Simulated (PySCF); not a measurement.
Simulated C 1s region for acetamide, `CC(N)=O`, binding energy against the vacuum level.

Every computed line was given a Gaussian of 0.8 eV full width at half maximum and an area set by the number of equivalent atoms; the highest printed point is 100. Level of theory: delta-SCF UKS SCAN, pcX-2 on the ionised atom, pcseg-1 elsewhere, spin-free X2C (PySCF).

(binding energy (eV), intensity): (290.1, 0), (290.2, 1), (290.3, 3), (290.4, 6), (290.5, 11), (290.6, 19), (290.7, 31), (290.8, 47), (290.9, 65), (291.0, 81), (291.1, 94), (291.2, 100), (291.3, 97), (291.4, 87), (291.5, 71), (291.6, 53), (291.7, 37), (291.8, 23), (291.9, 13), (292.0, 7), (292.1, 3), (292.2, 2), (292.3, 1), (292.4, 0), (292.5, 0), (292.6, 0), (292.7, 0), (292.8, 0), (292.9, 1), (293.0, 1), (293.1, 3), (293.2, 6), (293.3, 12), (293.4, 21), (293.5, 34), (293.6, 50), (293.7, 68), (293.8, 84), (293.9, 96), (294.0, 100), (294.1, 96), (294.2, 84), (294.3, 68), (294.4, 50), (294.5, 34), (294.6, 21), (294.7, 12), (294.8, 6), (294.9, 3), (295.0, 1), (295.1, 1), (295.2, 0)

Task: How many maxima does the curve show, and how many computed lines lie under it?

Result: The curve has 2 maxima (at 291.2 and 294.0 eV). Under it lie 2 lines from 2 inequivalent carbon sites.

Task: Decompose the envelope and assign each component. Numbering: `[CH3:1][C:2]([NH2:3])=[O:4]`.

Result: 
```json
{"position (eV)": "291.22", "relative area": "1", "line": "C 1s", "atoms": "C1", "environment": "methyl carbon next to a carbonyl"}
{"position (eV)": "294.00", "relative area": "1", "line": "C 1s", "atoms": "C2", "environment": "amide carbonyl carbon"}
```

Task: Above which line width would these two lines show one maximum?

Result: Two equal Gaussians merge once their distance is under 2σ = FWHM/1.177. With 2.78 eV between them that is a full width over 3.27 eV.

Lowest listed C 1s: C1, bonded to C and 3 H. Highest, 2.78 eV above it: C2, bonded to O (double bond), N and C. Summing the Pauling electronegativity differences to the bonded atoms, each weighted by its formal bond order, gives -1.05 for the lowest site and +2.27 for the highest.

Shake-up satellites, vibrational structure and lifetime widths aren't simulated. Geometry: PBE0-D3(BJ)/def2-SVP; no solvent, vibrations or thermal averaging.

Conformer computed: `[CH3:1][C:2]([NH2:3])=[O:4]`: H–N3–C2–C1 180°, H–N3–C2–C1 0°.
